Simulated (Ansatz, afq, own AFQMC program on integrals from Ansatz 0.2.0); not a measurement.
Two steps: Ansatz 0.2.0 writes the Fock matrix and Cholesky factors of the valence space, and afq projects on them the lowest state that overlaps trial and start.

```yaml
crystal:
  periodic: [false, false, false]
  atoms:
    - {symbol: C, position_ang: [0.000000, 0.000000, -0.066512]}
    - {symbol: H, position_ang: [0.000000, 0.000000, -0.960512]}
    - {symbol: H, position_ang: [0.000000, 0.000000, 1.027025]}
basis:
  gaussian: {orbitals: cc-pVDZ}
total_charge: 1
magnetization: {spin_polarized: true, initial_magnetization: 1}
correlation: {method: ccsd_t, electrons: outside_noble_gas, hamiltonian_folder: ham}
```

```sh
$ ansatz run in.yaml --threads 1 --pin off --events-out ev --progress --plain --max-ram 24576MiB --backend cuda --devices 0, --max-vram 18GiB
```

Options of the walk:

```
--method free --trial cisd --walkers 4000 --time-step 0.03 --max-blocks 4000 --target-error 0.00028 --factor-cut 1e-05 --seed 4590 --times 0,0.3,0.6,1.2,1.8,2.4,3.6,4.8,6 --taylor-order 8
```

Times are imaginary, in 1/Eh. The walk had a cap of 61 s.

afq prints:

```
orbitals 23  electrons 3 2  factors 164 of 219
reference energy -38.52506275 Eh
CCSD correlation -0.09302915 Eh in 9 cycles, weight of the determinant in the CISD state 0.9601
repeat  energy at the last time / Eh  error
    10  -38.619583  0.000033
    20  -38.619562  0.000020
    30  -38.619556  0.000018
time / (1/Eh)  energy / Eh  error  mean overlap
  0.00  -38.618085  0.000003  1.0414
  0.30  -38.619034  0.000005  1.0418
  0.60  -38.619340  0.000007  1.0404
  1.20  -38.619503  0.000009  1.0388
  1.80  -38.619535  0.000010  1.0382
  2.40  -38.619538  0.000008  1.0393
  3.60  -38.619547  0.000013  1.0407
  4.80  -38.619554  0.000016  1.0439
  6.00  -38.619558  0.000018  1.0423
energy -38.619558 +/- 0.000018 Eh
```

The run passed its tests (error under three times the target), which doesn't prove that it has relaxed.

Against this walk (error 0.5 meV) on the same determinant: CCSD(T) 9.5 meV higher, CCSDT(Q) 0.6 meV higher (within the noise), CCSDTQ 0.5 meV higher (within the noise), full CI 0.5 meV higher (within the noise). The error is statistical, and a free projection of finite length keeps a remainder of its start.

Cautions: remainder of the start not in the error.

The walk took 24 s on 1 × NVIDIA H100 80GB HBM3 with 2 threads of AMD EPYC 7R13 Processor (Zen 3) (shared host) (the card was shared). The log's last line is the free-projection energy.

CCSDT and higher add their correlation energy to the determinant of the CCSD(T) run, since their own runs factorise the integrals more tightly (a shift of under 2 meV). A walk keeps the symmetry of its determinant, which the program's search chose and which needn't be the lowest solution, so a lower state of the same spin and another symmetry isn't excluded.
